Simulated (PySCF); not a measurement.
Simulated outer-valence photoelectron spectrum of `C=C[C+](C)F`. Theory: EOM-IP-CCSD/aug-cc-pVDZ in PySCF, restricted Hartree–Fock reference, frozen core, non-relativistic, gas phase, PBE0-D3(BJ)/def2-SVP geometry.

Each root has a Gaussian of 0.8 eV full width with its one-hole share as area; cross sections and vibrations are left out, and the highest printed point is 100.

```json
{"ionisation energy (eV)": "16.0", "intensity": "0"}
{"ionisation energy (eV)": "16.1", "intensity": "1"}
{"ionisation energy (eV)": "16.2", "intensity": "2"}
{"ionisation energy (eV)": "16.3", "intensity": "5"}
{"ionisation energy (eV)": "16.4", "intensity": "9"}
{"ionisation energy (eV)": "16.5", "intensity": "16"}
{"ionisation energy (eV)": "16.6", "intensity": "25"}
{"ionisation energy (eV)": "16.7", "intensity": "38"}
{"ionisation energy (eV)": "16.8", "intensity": "52"}
{"ionisation energy (eV)": "16.9", "intensity": "65"}
{"ionisation energy (eV)": "17.0", "intensity": "75"}
{"ionisation energy (eV)": "17.1", "intensity": "79"}
{"ionisation energy (eV)": "17.2", "intensity": "77"}
{"ionisation energy (eV)": "17.3", "intensity": "68"}
{"ionisation energy (eV)": "17.4", "intensity": "55"}
{"ionisation energy (eV)": "17.5", "intensity": "41"}
{"ionisation energy (eV)": "17.6", "intensity": "28"}
{"ionisation energy (eV)": "17.7", "intensity": "18"}
{"ionisation energy (eV)": "17.8", "intensity": "10"}
{"ionisation energy (eV)": "17.9", "intensity": "5"}
{"ionisation energy (eV)": "18.0", "intensity": "3"}
{"ionisation energy (eV)": "18.1", "intensity": "1"}
{"ionisation energy (eV)": "18.2", "intensity": "1"}
{"ionisation energy (eV)": "18.3", "intensity": "2"}
{"ionisation energy (eV)": "18.4", "intensity": "3"}
{"ionisation energy (eV)": "18.5", "intensity": "7"}
{"ionisation energy (eV)": "18.6", "intensity": "12"}
{"ionisation energy (eV)": "18.7", "intensity": "21"}
{"ionisation energy (eV)": "18.8", "intensity": "33"}
{"ionisation energy (eV)": "18.9", "intensity": "47"}
{"ionisation energy (eV)": "19.0", "intensity": "62"}
{"ionisation energy (eV)": "19.1", "intensity": "76"}
{"ionisation energy (eV)": "19.2", "intensity": "87"}
{"ionisation energy (eV)": "19.3", "intensity": "95"}
{"ionisation energy (eV)": "19.4", "intensity": "98"}
{"ionisation energy (eV)": "19.5", "intensity": "100"}
{"ionisation energy (eV)": "19.6", "intensity": "100"}
{"ionisation energy (eV)": "19.7", "intensity": "99"}
{"ionisation energy (eV)": "19.8", "intensity": "97"}
{"ionisation energy (eV)": "19.9", "intensity": "92"}
{"ionisation energy (eV)": "20.0", "intensity": "82"}
{"ionisation energy (eV)": "20.1", "intensity": "70"}
{"ionisation energy (eV)": "20.2", "intensity": "55"}
{"ionisation energy (eV)": "20.3", "intensity": "40"}
{"ionisation energy (eV)": "20.4", "intensity": "27"}
{"ionisation energy (eV)": "20.5", "intensity": "17"}
{"ionisation energy (eV)": "20.6", "intensity": "9"}
{"ionisation energy (eV)": "20.7", "intensity": "5"}
{"ionisation energy (eV)": "20.8", "intensity": "2"}
{"ionisation energy (eV)": "20.9", "intensity": "1"}
{"ionisation energy (eV)": "21.0", "intensity": "0"}
{"ionisation energy (eV)": "21.1", "intensity": "0"}
```

**Question.** Where are the maxima, and how many lines lie under the curve?

**Answer.** 2 maxima, at 17.1 and 19.6 eV, from 3 lines. At this width some lines have no maximum of their own.

**Question.** List the lines with their holes.

**Answer.** 
```json
{"E (eV)": "17.11", "leading hole (HF orbital)": "HOMO", "area": "0.96", "Koopmans (eV)": "17.05"}
{"E (eV)": "19.25", "leading hole (HF orbital)": "HOMO-1", "area": "0.95", "Koopmans (eV)": "20.59"}
{"E (eV)": "19.90", "leading hole (HF orbital)": "HOMO-2", "area": "0.95", "Koopmans (eV)": "20.95"}
```

The widest gap, 2.14 eV, lies between 17.11 and 19.25 eV. Only orbitals with −ε under 21 eV, eight at most, were ionised, so the high end of the curve may lack lines.

Hardware: one thread, Intel Xeon Platinum 8259CL at 2.50 GHz (x86_64), no GPU, shared host with 96 logical CPUs at a one-minute load of 54. Cost: 6.3 min wall, 3.0 GiB resident at most.

Shape of the structure used: `[CH2:1]=[CH:2][C+:3]([CH3:4])[F:5]`: C1–C2–C3–C4 179°.

One conformer stands for the species.
